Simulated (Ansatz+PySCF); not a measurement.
A calculation with PySCF 2.14.0.

```python
from pyscf import gto, scf, cc

mol = gto.M(atom="""
Al 0.000000 0.000000 0.000000
P 0.000000 0.000000 2.320000
""", basis='6-31g', charge=0, spin=2)
mf = scf.UHF(mol)
mf.kernel()
mycc = cc.CCSD(mf, frozen=10).run()
et = mycc.ccsd_t()
print(mf.e_tot, mycc.e_corr, et, mycc.e_tot + et)
```

The script is written out from the run's settings.

Output:

```yaml
Converged: yes
Reference_energy: -582.54489 hartree
CCSD_correlation_energy: -0.08175 hartree
Triples_correction: -0.00314 hartree
Total_energy: -582.62978 hartree
Spin_squared_of_the_determinant: 2.118
```

Caution: the unrestricted determinant is spin contaminated.
